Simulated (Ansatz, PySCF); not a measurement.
System: SiO, charge 0, singlet. SiO (SMILES [O+]#[Si-]).
B3LYP-D3(BJ)/def2-TZVP minimum from Ansatz (a quantum-chemistry and plane-wave program):
```
Si
O 1 1.5131
```
Charge 0, spin multiplicity 1.

Total energies in hartree (Ansatz). Open shells are spin-unrestricted; no spin-orbit coupling. Cores are frozen in correlated methods. No relativity. The T1 diagnostic of OSi ([O+]#[Si-], singlet) reaches 0.030 in the sets run.

| species | HF/cc-pV(T+d)Z | CCSD(T)/cc-pV(T+d)Z | HF/cc-pV(Q+d)Z | CCSD(T)/cc-pV(Q+d)Z | CCSDT(Q)/cc-pV(Q+d)Z |
|---|---|---|---|---|---|
| 1: SiO (oxosilicon, SMILES [O+]#[Si-]) | -363.84295 | -364.19893 | -363.85217 | -364.23098 | -364.23278 |
| 2: Si (triplet) | -288.85649 | -288.93344 | -288.85845 | -288.93781 | -288.93861 |
| 3: O (triplet) | -74.81176 | -74.97396 | -74.81729 | -74.99357 | -74.99396 |

Work out the enthalpy of formation at 298 K (by atomisation, with ideal-gas terms from PySCF's Hessian at B3LYP-D3(BJ)/def2-TZVP and the atoms' measured values of the G2/97 table; no spin-orbit terms) in kcal/mol: take Hartree-Fock from cc-pV(Q+d)Z, extrapolate the CCSD(T) correlation energy as X^-3 (X = 3, 4), and add CCSDT(Q) - CCSD(T) in cc-pV(Q+d)Z. The further terms named in the bracket sum to +0.26719 hartree. 1 hartree = 627.51 kcal/mol.


Species 1: correlation (64·(-0.37881) - 27·(-0.35598))/37 = -0.39547; step -0.00180; E1 = -363.85217 + (-0.39547) + (-0.00180) = -364.24944
Species 2: correlation (64·(-0.07936) - 27·(-0.07695))/37 = -0.08112; step -0.00080; E2 = -288.85845 + (-0.08112) + (-0.00080) = -288.94037
Species 3: correlation (64·(-0.17628) - 27·(-0.16220))/37 = -0.18655; step -0.00039; E3 = -74.81729 + (-0.18655) + (-0.00039) = -75.00423
+1·E1 -1·E2 -1·E3 +0.26719 = -0.03765 hartree = -23.6 kcal/mol. Measured: -24.6 kcal/mol, -102.9 kJ/mol (G2/97 table in ASE (Curtiss et al.)); atomic spin-orbit terms, which the calculations lack, would raise the computed values. The composite differs from it by +1.0 kcal/mol; core, relativistic and spin-orbit terms are not in it.
